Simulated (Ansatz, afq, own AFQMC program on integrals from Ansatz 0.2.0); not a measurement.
Cl, doublet: AFQMC among the cluster methods

A free Cl atom.

Basis cc-pVQZ. Only valence electrons are correlated. AFQMC by an in-house program on the Cholesky factors that Ansatz 0.2.0 writes for its CCSD(T) run. ph-AFQMC/CISD is guided by a CISD state made of CCSD amplitudes; releasing the constraint for a short imaginary time cuts its bias at the price of noise, slowly where states lie close. ± is one standard error of the sampling.

Determinant: UHF, the one that the program's search chose, which needn't be the lowest solution.

No full CI on the walks' own integrals is used here; CCSDT(Q) serves as the reference and is uncertain by about the last step of the cluster series.

Cautions: the released energies are still falling, so no released level is given (meV from the phaseless value at times in 1/Eh: -2 ± 4 at 0.24, -7.8 ± 1.5 at 0.50, -11.2 ± 1.5 at 1.00, -12.4 ± 1.7 at 1.50), though the last usable value meets CCSDT(Q) within the noise.

```
T1 diagnostic                               : 0.0076
weight of the determinant in the CISD state : 0.928
⟨S²⟩ of the determinant                     : 0.760
size of the correlated space                : 7 electrons in 54 orbitals
```

| level | correlation energy (eV) |
| --- | --- |
| MP2 | -4.7587 |
| CCSD | -5.3628 |
| CCSD(T) | -5.5569 |

Estimate where phaseless AFQMC with the Hartree–Fock trial lies against CCSD(T) on the same integrals.

2.00 ± 0.29 kcal/mol above CCSD(T).

Reference: CCSDT(Q), correlation energy -5.582 eV.

```tsv
level	E − E(reference) (kcal/mol)	share of correlation (%)
CCSD(T)	0.59	99.54
CCSDT	0.14	99.89
ph-AFQMC/HF	2.59 ± 0.29	97.99
ph-AFQMC/CISD	0.34 ± 0.05	99.73
```

A walk keeps the symmetry of its determinant, which the program's search chose and which needn't be the lowest solution, so a lower state of the same spin and another symmetry isn't excluded.
